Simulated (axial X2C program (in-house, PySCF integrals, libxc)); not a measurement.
**MgCl⁺: cheaper levels and CCSD(T), 2c**

Computed with an in-house relativistic program for diatomic molecules. Two-component (2c) means X2C with spin–orbit coupling and atomic mean-field two-electron Coulomb and Gaunt terms. Basis: Cl dyall-av3z [9s8p3d2f], Mg dyall-cv3z [9s8p6d3f] (cores contracted in-house); Gaussian nuclei, density fitting, unrestricted open shells. Masses: Cl 34.969 u, Mg 23.985 u.

State: Ω = 0 (closed shell); fragments Cl + Mg+.

```tsv
level	Re (Å)	ωe (cm⁻¹)	De (eV)
PBE0	2.104	559.7	3.12
HF	2.105	578.2	1.90
MP2	2.117	560.3	3.24
CCSD	2.115	560.9	3.05
BP86	2.122	537.0	3.19
```

Correlated methods: 8 electrons correlated (number of frozen shells: Cl 2 s, 1 p; Mg 2 s, 1 p), 242 virtual spin orbitals or spinors in MP2, 90 natural virtuals in coupled cluster.

CCSD(T), same Hamiltonian and basis:

Re = 2.119 Å, ωe = 555.7 cm⁻¹, De = 3.15 eV; T1 = 0.008 (Lee–Taylor normalisation).

Q: Give the differences from CCSD(T) in the columns below.

A: 

```
level  ΔRe (Å)  Δωe (cm⁻¹)  ΔDe (eV)
 PBE0   -0.015           4     -0.03
   HF   -0.014          22     -1.25
  MP2   -0.002           5      0.09
 CCSD   -0.004           5     -0.10
 BP86    0.003         -19      0.04
```

Occupations by symmetry block were frozen at the best pattern of an incomplete PBE0 search. Closed shells are restricted here (equal orbitals for both partners); the stretched side of such a curve lies too high. Dissociation energies refer to the lowest single-determinant-based atoms at the same level and basis. Coupled cluster ran in a truncated set of natural virtual spinors; the MP2 energy of the rest was added. (T) has no such correction and the atoms are truncated less, which lowers De at CCSD(T) by a hundredth of an eV or more. The 2c atoms are single determinants rather than J levels; their spin–orbit lowering is only partly caught, and De is too large by that part. This holds for PBE0, BP86. Without a current term, density functionals place determinants with orbital angular momentum somewhat too high.
